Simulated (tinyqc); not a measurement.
LCCD on RHF in the sto-3g basis, frozen core, for LiH, spin multiplicity 1, step by step. Computed by tinyqc, a small Python program that keeps every step (integrals from PySCF). Settings: charge = 0, multiplicity = 1, basis = sto-3g, method = RHF, frozen orbitals = 1, energy threshold = 1e-10, iteration cap = 81, orthogonalisation = symmetric, start = Wolfsberg-Helmholz matrix, DIIS depth = 6, amplitude equations = LCCD, DIIS depth for amplitudes = 4, cap on updates = 80. Command: `OMP_NUM_THREADS=1 python tinyqc.py 28099 28100 out.jsonl` (the two numbers bound the seeds that draw the settings). One thread of a shared host (Intel(R) Xeon(R) Processor @ 2.60GHz), about 0.07 s of CPU time with the checks. The early iterations of the SCF are left out here.

## One-electron integrals

Geometry (angstrom):

| atom | x | y | z |
|---|---|---|---|
| Li | 0.00000 | 0.00000 | 0.00000 |
| H | 0.00000 | 0.00000 | 1.79500 |

Basis sto-3g: exponents (1/bohr^2) and contraction coefficients of normalised primitives:

| element | l (shell) | exponent | coefficient |
|---|---|---|---|
| Li | s (1) | 16.11958 | 0.15433 |
| Li | s (1) | 2.93620 | 0.53533 |
| Li | s (1) | 0.79465 | 0.44463 |
| Li | s (2) | 0.63629 | -0.09997 |
| Li | s (2) | 0.14786 | 0.39951 |
| Li | s (2) | 0.04809 | 0.70012 |
| Li | p (3) | 0.63629 | 0.15592 |
| Li | p (3) | 0.14786 | 0.60768 |
| Li | p (3) | 0.04809 | 0.39196 |
| H | s (1) | 3.42525 | 0.15433 |
| H | s (1) | 0.62391 | 0.53533 |
| H | s (1) | 0.16886 | 0.44463 |

Overlap, kinetic and nuclear-attraction integrals over the contracted functions; the nuclear repulsion is the sum of Za Zb / Rab.

nuclear repulsion = 0.8844187 hartree

overlap S:
```
          1Li 1s   1Li 2s  1Li 2px  1Li 2py  1Li 2pz    2H 1s
1Li 1s   1.00000  0.24114  0.00000  0.00000  0.00000  0.04367
1Li 2s   0.24114  1.00000  0.00000  0.00000  0.00000  0.34707
1Li 2px  0.00000  0.00000  1.00000  0.00000  0.00000  0.00000
1Li 2py  0.00000  0.00000  0.00000  1.00000  0.00000  0.00000
1Li 2pz  0.00000  0.00000  0.00000  0.00000  1.00000  0.47171
2H 1s    0.04367  0.34707  0.00000  0.00000  0.47171  1.00000
```

kinetic energy T (hartree):
```
           1Li 1s    1Li 2s  1Li 2px  1Li 2py  1Li 2pz     2H 1s
1Li 1s    3.57679  -0.02024  0.00000  0.00000  0.00000  -0.01223
1Li 2s   -0.02024   0.10216  0.00000  0.00000  0.00000   0.02999
1Li 2px   0.00000   0.00000  0.31968  0.00000  0.00000   0.00000
1Li 2py   0.00000   0.00000  0.00000  0.31968  0.00000   0.00000
1Li 2pz   0.00000   0.00000  0.00000  0.00000  0.31968   0.09965
2H 1s    -0.01223   0.02999  0.00000  0.00000  0.09965   0.76003
```

nuclear attraction V (hartree):
```
           1Li 1s    1Li 2s   1Li 2px   1Li 2py   1Li 2pz     2H 1s
1Li 1s   -8.27769  -1.03543   0.00000   0.00000  -0.01280  -0.18454
1Li 2s   -1.03543  -1.47709   0.00000   0.00000  -0.11096  -0.60902
1Li 2px   0.00000   0.00000  -1.43803   0.00000   0.00000   0.00000
1Li 2py   0.00000   0.00000   0.00000  -1.43803   0.00000   0.00000
1Li 2pz  -0.01280  -0.11096   0.00000   0.00000  -1.52633  -0.83754
2H 1s    -0.18454  -0.60902   0.00000   0.00000  -0.83754  -2.11010
```

core Hamiltonian H = T + V (hartree):
```
           1Li 1s    1Li 2s   1Li 2px   1Li 2py   1Li 2pz     2H 1s
1Li 1s   -4.70090  -1.05567   0.00000   0.00000  -0.01280  -0.19677
1Li 2s   -1.05567  -1.37493   0.00000   0.00000  -0.11096  -0.57903
1Li 2px   0.00000   0.00000  -1.11835   0.00000   0.00000   0.00000
1Li 2py   0.00000   0.00000   0.00000  -1.11835   0.00000   0.00000
1Li 2pz  -0.01280  -0.11096   0.00000   0.00000  -1.20665  -0.73790
2H 1s    -0.19677  -0.57903   0.00000   0.00000  -0.73790  -1.35007
```

## Two-electron integrals

Functions are numbered as in S; the eight-fold symmetry (ij|kl) = (ji|kl) = (kl|ij) leaves the list below.

Two-electron integrals (ij|kl) in chemists' order, unique and non-zero (hartree):
```
(11|11) 1.68040   (21|11) 0.26542   (21|21) 0.04994   (22|11) 0.39773
(22|21) 0.09286   (22|22) 0.29056   (31|31) 0.00898   (32|31) 0.01379
(32|32) 0.06418   (33|11) 0.39664   (33|21) 0.09288   (33|22) 0.29050
(33|33) 0.31295   (41|41) 0.00898   (42|41) 0.01379   (42|42) 0.06418
(43|43) 0.01687   (44|11) 0.39664   (44|21) 0.09288   (44|22) 0.29050
(44|33) 0.27921   (44|44) 0.31295   (51|51) 0.00898   (52|51) 0.01379
(52|52) 0.06418   (53|53) 0.01687   (54|54) 0.01687   (55|11) 0.39664
(55|21) 0.09288   (55|22) 0.29050   (55|33) 0.27921   (55|44) 0.27921
(55|55) 0.31295   (61|11) 0.04648   (61|21) 0.00880   (61|22) 0.01670
(61|33) 0.01651   (61|44) 0.01651   (61|51) 0.00106   (61|52) 0.00206
(61|55) 0.01710   (61|61) 0.00170   (62|11) 0.12212   (62|21) 0.02892
(62|22) 0.09732   (62|33) 0.09211   (62|44) 0.09211   (62|51) 0.00465
(62|52) 0.02949   (62|55) 0.10764   (62|61) 0.00611   (62|62) 0.05620
(63|31) 0.00217   (63|32) 0.01048   (63|53) 0.00440   (63|63) 0.00375
(64|41) 0.00217   (64|42) 0.01048   (64|54) 0.00440   (64|64) 0.00375
(65|11) 0.15523   (65|21) 0.03710   (65|22) 0.12931   (65|33) 0.12048
(65|44) 0.12048   (65|51) 0.00719   (65|52) 0.04524   (65|55) 0.14684
(65|61) 0.00811   (65|62) 0.08137   (65|65) 0.11918   (66|11) 0.29434
(66|21) 0.07082   (66|22) 0.26282   (66|33) 0.23976   (66|44) 0.23976
(66|51) 0.01244   (66|52) 0.09879   (66|55) 0.30873   (66|61) 0.01548
(66|62) 0.19199   (66|65) 0.28797   (66|66) 0.77461
```

## Orthogonalisation

S = U s U^T; symmetric (Loewdin) form X = U s^(-1/2) U^T, so that X^T S X = 1.

eigenvalues of S: 0.40484  0.80099  1.00000  1.00000  1.17700  1.61717

X:
```
           1Li 1s    1Li 2s  1Li 2px  1Li 2py   1Li 2pz     2H 1s
1Li 1s    1.02333  -0.13044  0.00000  0.00000  -0.00700   0.01494
1Li 2s   -0.13044   1.08628  0.00000  0.00000   0.08468  -0.22884
1Li 2px   0.00000   0.00000  1.00000  0.00000   0.00000   0.00000
1Li 2py   0.00000   0.00000  0.00000  1.00000   0.00000   0.00000
1Li 2pz  -0.00700   0.08468  0.00000  0.00000   1.11292  -0.30615
2H 1s     0.01494  -0.22884  0.00000  0.00000  -0.30615   1.17458
```

## Iteration 8 (converged): orbitals

converged F (hartree):
```
           1Li 1s    1Li 2s  1Li 2px  1Li 2py   1Li 2pz     2H 1s
1Li 1s   -2.35175  -0.64055  0.00000  0.00000   0.01460  -0.11982
1Li 2s   -0.64055  -0.21986  0.00000  0.00000  -0.08931  -0.24054
1Li 2px   0.00000   0.00000  0.16352  0.00000   0.00000   0.00000
1Li 2py   0.00000   0.00000  0.00000  0.16352   0.00000   0.00000
1Li 2pz   0.01460  -0.08931  0.00000  0.00000   0.02051  -0.22152
2H 1s    -0.11982  -0.24054  0.00000  0.00000  -0.22152  -0.11767
```

Diagonalise F' = X^T F X, C = X C', fill 2 alpha and 2 beta electrons from the bottom; D = 2 C_occ C_occ^T. Each column has its largest component positive (the first on a tie).

F' = X^T F X (hartree):
```
          1         2        3        4         5         6
1  -2.29858  -0.35797  0.00000  0.00000   0.01671  -0.00512
2  -0.35797  -0.01967  0.00000  0.00000   0.01437  -0.24545
3   0.00000   0.00000  0.16352  0.00000   0.00000   0.00000
4   0.00000   0.00000  0.00000  0.16352   0.00000   0.00000
5   0.01671   0.01437  0.00000  0.00000   0.15930  -0.28626
6  -0.00512  -0.24545  0.00000  0.00000  -0.28626   0.10371
```

orbital energies (hartree): MO1 -2.35430, MO2 -0.26820, MO3 0.07610, MO4 0.16352, MO5 0.16352, MO6 0.49115

coefficients C:
```
              MO1       MO2       MO3       MO4      MO5       MO6
1Li 1s    0.99137  -0.15717  -0.21225   0.00000  0.00000   0.10921
1Li 2s    0.03334   0.47155   0.79809   0.00000  0.00000  -0.62940
1Li 2px   0.00000   0.00000   0.00000  -0.56251  0.82679   0.00000
1Li 2py   0.00000   0.00000   0.00000   0.82679  0.56251   0.00000
1Li 2pz  -0.00522   0.33910  -0.60736   0.00000  0.00000  -0.92501
2H 1s     0.00102   0.56304  -0.15776   0.00000  0.00000   1.08814
```

D after iteration 8:
```
           1Li 1s    1Li 2s  1Li 2px  1Li 2py   1Li 2pz     2H 1s
1Li 1s    2.01503  -0.08212  0.00000  0.00000  -0.11695  -0.17497
1Li 2s   -0.08212   0.44694  0.00000  0.00000   0.31945   0.53107
1Li 2px   0.00000   0.00000  0.00000  0.00000   0.00000   0.00000
1Li 2py   0.00000   0.00000  0.00000  0.00000   0.00000   0.00000
1Li 2pz  -0.11695   0.31945  0.00000  0.00000   0.23003   0.38183
2H 1s    -0.17497   0.53107  0.00000  0.00000   0.38183   0.63402
```

Within a degenerate level the vectors are fixed only up to a rotation; this is one choice.

## Convergence

Stop when the energy changes by less than 1e-10 hartree and every element of the error matrix X^T (F D S - S D F) X is below 3e-06.

Course of the cycle:

| iteration | E (hartree) | change | largest element of the error matrix |
|---|---|---|---|
| 1 | -7.8328820 | - | 6.87e-02 |
| 2 | -7.8460550 | -1.32e-02 | 2.46e-02 |
| 3 | -7.8494595 | -3.40e-03 | 1.20e-02 |
| 4 | -7.8504202 | -9.61e-04 | 1.06e-03 |
| 5 | -7.8504213 | -1.15e-06 | 5.84e-04 |
| 6 | -7.8504218 | -5.22e-07 | 4.65e-05 |
| 7 | -7.8504218 | -3.97e-09 | 5.48e-06 |
| 8 | -7.8504218 | -4.94e-11 | 1.70e-07 |

PySCF RHF in the same basis = -7.8504218 hartree

Converged in 8 iterations.

## Integrals over molecular orbitals

(pq|rs) = sum C_ip C_jq C_kr C_ls (ij|kl), one index at a time.

one-electron integrals over orbitals h = C^T H C (hartree):
```
          1         2         3         4         5         6
1  -4.69171   0.09991   0.16481   0.00000   0.00000  -0.04581
2   0.09991  -1.42063   0.02703   0.00000   0.00000  -0.00727
3   0.16481   0.02703  -1.11310   0.00000   0.00000   0.02674
4   0.00000   0.00000   0.00000  -1.11835   0.00000   0.00000
5   0.00000   0.00000   0.00000   0.00000  -1.11835   0.00000
6  -0.04581  -0.00727   0.02674   0.00000   0.00000  -0.98143
```

Two-electron integrals over orbitals (pq|rs), unique and non-zero (hartree); the lowest 1 orbital is frozen and left out:
```
(22|22) 0.47395    (32|22) -0.05210   (32|32) 0.01536    (33|22) 0.21866
(33|32) 0.01006    (33|33) 0.33534    (42|42) 0.02243    (43|42) 0.01952
(43|43) 0.04128    (44|22) 0.26073    (44|32) 0.00814    (44|33) 0.28140
(44|44) 0.31295    (52|52) 0.02243    (53|52) 0.01952    (53|53) 0.04128
(54|54) 0.01687    (55|22) 0.26073    (55|32) 0.00814    (55|33) 0.28140
(55|44) 0.27921    (55|55) 0.31295    (62|22) 0.11805    (62|32) -0.03734
(62|33) -0.01639   (62|44) -0.02522   (62|55) -0.02522   (62|62) 0.12633
(63|22) -0.05284   (63|32) 0.01169    (63|33) 0.03602    (63|44) 0.00408
(63|55) 0.00408    (63|62) -0.03406   (63|63) 0.02731    (64|42) -0.01937
(64|43) -0.01324   (64|64) 0.01982    (65|52) -0.01937   (65|53) -0.01324
(65|65) 0.01982    (66|22) 0.44462    (66|32) -0.04563   (66|33) 0.24010
(66|44) 0.26505    (66|55) 0.26505    (66|62) 0.12123    (66|63) -0.04499
(66|66) 0.44431
```

## LCCD: starting amplitudes

t_ij^ab = <ij||ab> / (e_i + e_j - e_a - e_b), whose energy is MP2.

Starting amplitudes (spin orbitals 1a, 1b, ...; amplitudes related by a flip of all spins are not repeated):

| from | to | t |
|---|---|---|
| 2a 2b | 6a 6b | -0.08318 |
| 2a 2b | 3a 6b | 0.03383 |
| 2a 2b | 5a 5b | -0.02598 |
| 2a 2b | 4a 4b | -0.02598 |
| 2a 2b | 3a 3b | -0.02230 |

correlation energy = -0.0145439 hartree

## LCCD: amplitude update 1

t_ij^ab D_ij^ab are set to the remaining terms of the spin-orbital equations, evaluated with the old amplitudes; for the doubles these are <ij||ab> + 1/2 <ab||ef> t_ij^ef + 1/2 <mn||ij> t_mn^ab + P(ij)P(ab) <mb||ej> t_im^ae, D the orbital-energy denominators (linear CCD).

Amplitudes after update 1 (spin orbitals 1a, 1b, ...; amplitudes related by a flip of all spins are not repeated):

| from | to | t |
|---|---|---|
| 2a 2b | 6a 6b | -0.11642 |
| 2a 2b | 3a 6b | 0.05067 |
| 2a 2b | 5a 5b | -0.02782 |
| 2a 2b | 4a 4b | -0.02782 |
| 2a 2b | 3a 3b | -0.02727 |

correlation energy = -0.0201592 hartree

## LCCD: convergence

E_corr = 1/4 sum <ij||ab> t_ij^ab; stop when the norm of the change is below 1e-8.

Course of the amplitude iterations:

| update | correlation energy (hartree) | norm of the change |
|---|---|---|
| 0 | -0.0145439 | - |
| 1 | -0.0201592 | 8.25e-02 |
| 2 | -0.0224859 | 3.63e-02 |
| 3 | -0.0242818 | 1.66e-02 |
| 4 | -0.0242677 | 1.46e-03 |
| 5 | -0.0242654 | 1.90e-04 |
| 6 | -0.0242654 | 1.29e-06 |
| 7 | -0.0242654 | 3.99e-08 |
| 8 | -0.0242654 | 2.26e-10 |

Converged amplitudes (spin orbitals 1a, 1b, ...; amplitudes related by a flip of all spins are not repeated):

| from | to | t |
|---|---|---|
| 2a 2b | 6a 6b | -0.13990 |
| 2a 2b | 3a 6b | 0.06616 |
| 2a 2b | 3a 3b | -0.03566 |
| 2a 2b | 5a 5b | -0.02456 |
| 2a 2b | 4a 4b | -0.02456 |

LCCD total energy = -7.8746872 hartree

Converged in 8 updates, with DIIS from the third.
